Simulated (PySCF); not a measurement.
Molecule: `CC(=O)C1CC1`, C$_{5}$H$_{8}$O.

Bonds (- single, = double, # triple, : aromatic): C1-C2 1.506 Å, C2=O3 1.211 Å, C2-C4 1.493 Å, C4-C5 1.511 Å, C5-C6 1.482 Å, C6-C4 1.514 Å. C1 carries H7, H8, H9; C4 carries H10; C5 carries H11, H12; C6 carries H13, H14. H11, H13 are cis to C2 on the ring; H12, H14 are trans to C2 on the ring.

Spin–spin couplings on one PBE0-D3(BJ)/def2-SVP geometry, PySCF, gas phase, non-relativistic, equivalent pairs averaged (without the spin–dipole term); isotopes ¹H; basis pcJ-1.

Reference values (Hz): ³J(H10,H12) = 7.9 (measured; solution (compiled); Pretsch, Buehlmann, Badertscher, Structure Determination of Organic Compounds, 4th ed., Springer 2009); ³J(H10,H11) = 4.6 (measured; solution (compiled); Pretsch, Buehlmann, Badertscher, Structure Determination of Organic Compounds, 4th ed., Springer 2009); ²J(H11,H12) = -3.5 (measured; solution (compiled); Pretsch, Buehlmann, Badertscher, Structure Determination of Organic Compounds, 4th ed., Springer 2009).

How do the couplings (Hz) change with the functional? Times are CPU seconds on shared hosts with different chips, so compare them loosely.

Results:


```tsv
functional	functions	³J(H10,H12)	³J(H10,H11)	²J(H11,H12)	mean abs. error	core-s
HF	242	10.1	5.8	-15.0	5.0	17
LDA	242	7.0	4.0	-1.6	1.1	18
PBE	242	8.3	4.8	-3.1	0.3	23
KT2	242	10.0	6.1	-4.7	1.6	25
B3LYP	242	8.7	4.9	-3.5	0.4	22
PBE0	242	8.3	4.8	-4.8	0.6	22
B97-2	242	7.7	4.4	-3.7	0.2	22
BHandHLYP	242	9.0	5.1	-5.8	1.3	37
CAM-B3LYP	242	8.6	4.8	-4.0	0.5	47
```

Errors compare magnitudes, without vibrational corrections, and the largest couplings weigh most in the mean. Closest: B97-2 and PBE, practically level; furthest: HF.
